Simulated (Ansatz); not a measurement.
We consider ZrSe₃ (P2₁/m, No. 11), described by PBEsol in Ansatz (PAW).

Settings: plane-wave cutoff 520 eV, 6×10×4 k mesh (along the axes of the cell as run), Fermi–Dirac smearing 0.01 eV, scalar-relativistic PAW data made under PBE.

Computed at the level's own relaxed cell.

Problem. Predict the band gap, smallest direct gap on the k points sampled and Γ–Γ gap.

Solution. 
* **band gap**: 0.03 eV
* **smallest direct gap on the k points sampled**: 0.44 eV
* **Γ–Γ gap**: 0.56 eV

Measured, for comparison: band gap 1.1 eV (temperature not stated, no zero-point or thermal correction, indirect, absorption, single crystal; as tabulated in Patel et al., Bull. Mater. Sci. 28, 405 (2005)).

Note: the cell comes from a level without a dispersion term, which matters for the spacing of layers, chains or molecules; the cell has widely spaced layers and the level no dispersion term, so their spacing and the moduli can rest on weak binding.

Spin–orbit coupling is not included; it can close the smallest gap of 0.03 eV.

Ansatz is a program for electronic structure.
